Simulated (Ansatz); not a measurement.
A run for Ansatz (a program for electronic structure): R-CCSD(T)/aug-cc-pVDZ on CH3NO (SMILES NC=O) with ghost functions.

Ansatz 0.2 input:
```yaml
crystal:
  periodic: [false, false, false]
  atoms:
    - {symbol: C, position_ang: [2.01864900, -0.05288300, 0.00000000]}
    - {symbol: O, position_ang: [1.45220000, -1.14363400, 0.00000000]}
    - {symbol: N, position_ang: [1.40777000, 1.14248400, 0.00000000]}
    - {symbol: H, position_ang: [1.96459600, 1.97703600, 0.00000000]}
    - {symbol: H, position_ang: [0.38724400, 1.20778200, 0.00000000]}
    - {symbol: H, position_ang: [3.11706100, 0.01370100, 0.00000000]}
basis:
  gaussian:
    orbitals: aug-cc-pVDZ
    ghost_atoms:
      - {symbol: C, position_ang: [-2.01864900, 0.05288300, 0.00000000]}
      - {symbol: O, position_ang: [-1.45220000, 1.14363400, 0.00000000]}
      - {symbol: N, position_ang: [-1.40777000, -1.14248400, 0.00000000]}
      - {symbol: H, position_ang: [-1.96459600, -1.97703600, 0.00000000]}
      - {symbol: H, position_ang: [-0.38724400, -1.20778200, 0.00000000]}
      - {symbol: H, position_ang: [-3.11706100, -0.01370100, 0.00000000]}
magnetization: {spin_polarized: false}
correlation: {method: ccsd_t, electrons: outside_noble_gas}
scf: {lower_state_search: off}
```

The head of its log:

```
WARN ansatz: RAYON_NUM_THREADS=6 ignored (pool sized by the plan → 6); use --threads N
Functional definition: HF
these checks for a lower state are left out or cut short: stability, starts, cluster_reference, orbital_swaps, neighbouring_geometries, increment
integrals: 0.74 GiB planned
1573 factors; integrals over basis functions are off by at most 1.2e-3 eV
mean field: 0.55 GiB planned
mean field evaluation 1: about -4594.4005 eV, gradient 4.0e1 eV
mean field evaluation 2: about -4594.4013 eV, gradient 4.0e1 eV
mean field evaluation 4: about -4597.6440 eV, gradient 4.2e0 eV
mean field evaluation 8: about -4597.7002 eV, gradient 3.8e-1 eV
mean field -4597.70179545 eV, -168.9624245486 hartree, gradient 1.5e-6 eV, S^2 0.000000; 0 other end points of the search recorded, 0 dependent functions left out
3 core orbitals not correlated
reference -4597.70179545 eV, -168.9624245486 hartree; 9, 9 occupied and 180, 180 virtual orbitals, 1573 factors
```

### Question
Give the final energy of this run.

### Answer
-169.5105 hartree (reference determinant -168.9624, T1 diagnostic 0.018).
